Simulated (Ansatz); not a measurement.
**AlH₅NP: how energies converge with the basis set**

One table from this session's results is given with a row withheld; the runs are named, their logs left out.

Method: one geometry, several basis sets; program: Ansatz 0.2.0, Gaussian basis.

Levels to be run: PBE0-D4/def2-SVP; ωB97M-V/def2-SVP; PBE0-D4/def2-QZVPP; ωB97M-V/def2-QZVPP; the functionals' def2-TZVPP values are taken from earlier runs.

1 further run of the same task is left out (it didn't finish).

### The geometry

An earlier PBE0-D4 in a triple-zeta def2 set relaxation fixed the geometry.

SMILES `N[PH][AlH2]`, 8 atoms, charge 0, spin multiplicity 1.

Atoms are counted from 1 here; the program's logs count them from 0.

Bond lengths: N1–P2 1.710 Å, N1–H4 1.008 Å, N1–H5 1.007 Å, P2–Al3 2.315 Å, P2–H6 1.432 Å, Al3–H7 1.588 Å, Al3–H8 1.587 Å. Angles: P2–N1–H4 114.2°, P2–N1–H5 119.7°, H4–N1–H5 111.1°, N1–P2–Al3 105.5°, N1–P2–H6 106.6°, Al3–P2–H6 96.5°, P2–Al3–H7 116.5°, P2–Al3–H8 121.6°, H7–Al3–H8 121.7°.

As a file:

```
N    -1.4166    0.4120   -0.6386
P    -0.4216    0.5696    0.7433
Al    1.2422   -1.0205    0.4936
H    -2.2871    0.9168   -0.5813
H    -1.0117    0.4907   -1.5576
H     0.4110    1.7123    0.5190
H     2.5217   -0.8579    1.4198
H     1.0544   -2.2801   -0.4540
```

Set-up of the first run:

in.yaml

```yaml
crystal:
  periodic: [false, false, false]
  atoms:
    - {symbol: N, position_ang: [-1.416614, 0.411980, -0.638647]}
    - {symbol: P, position_ang: [-0.421636, 0.569564, 0.743316]}
    - {symbol: Al, position_ang: [1.242160, -1.020539, 0.493617]}
    - {symbol: H, position_ang: [-2.287146, 0.916824, -0.581285]}
    - {symbol: H, position_ang: [-1.011738, 0.490681, -1.557611]}
    - {symbol: H, position_ang: [0.410961, 1.712325, 0.519013]}
    - {symbol: H, position_ang: [2.521720, -0.857939, 1.419834]}
    - {symbol: H, position_ang: [1.054393, -2.280098, -0.454036]}
basis:
  gaussian: {orbitals: def2-SVP}
hamiltonian: {xc: pbe0, dispersion: d4}
output: {orbitals: {seedname: orbitals}}
```

Command:

```
ansatz run in.yaml --threads 2 --pin off --events-out ev --progress --plain --max-ram 4352MiB
```

Steps of the session up to this table: PBE0-D4 in def2-SVP; ωB97M-V in def2-SVP; PBE0-D4 in def2-QZVPP; ωB97M-V in def2-QZVPP.

One table of the session follows, with a row left open; its other results are not shown here.

It belongs to the step «Density functionals: the series». 

```
functional       basis  HOMO (eV)  LUMO (eV)
   PBE0-D4    def2-SVP      -6.57      -1.57
   PBE0-D4  def2-TZVPP          ?          ?
   PBE0-D4  def2-QZVPP      -6.66      -1.66
   ωB97M-V    def2-SVP      -8.57       0.12
   ωB97M-V  def2-TZVPP      -8.68      -0.01
   ωB97M-V  def2-QZVPP      -8.71      -0.16
```

**Question.** Estimate the row for PBE0-D4, def2-TZVPP.

As computed: HOMO (eV): -6.64; LUMO (eV): -1.62. In the column «HOMO (eV)» it lies between PBE0-D4, def2-QZVPP (-6.66) and PBE0-D4, def2-SVP (-6.57).
